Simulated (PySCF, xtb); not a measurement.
ethylamine cation (C2H7N), SMILES CCN (connectivity only; charge and spin as stated), charge +1, multiplicity 2. Other conformers were not sampled.

Harmonic wavenumbers (cm⁻¹) from GFN2-xTB in xtb 6.7.1 at its own minimum, in rising order: 124, 286, 410, 479, 662, 912, 968, 983, 1035, 1126, 1204, 1263, 1306, 1379, 1386, 1408, 1434, 2641, 2737, 2977, 2999, 3074, 3387, 3444.

**Question.** What does PBE-D3(BJ)/def2-TZVP in PySCF give at its own minimum? (An estimate is asked for; the answer gives what the named calculation found.)

**Answer.** 107, 215, 394, 597, 694, 890, 929, 1005, 1097, 1125, 1137, 1268, 1321, 1376, 1426, 1427, 1578, 2731, 2780, 2982, 3051, 3083, 3377, 3491. Paired by order, the mean absolute difference is 40 cm⁻¹ and the zero-point energies are 53.8 and 54.4 kcal/mol.
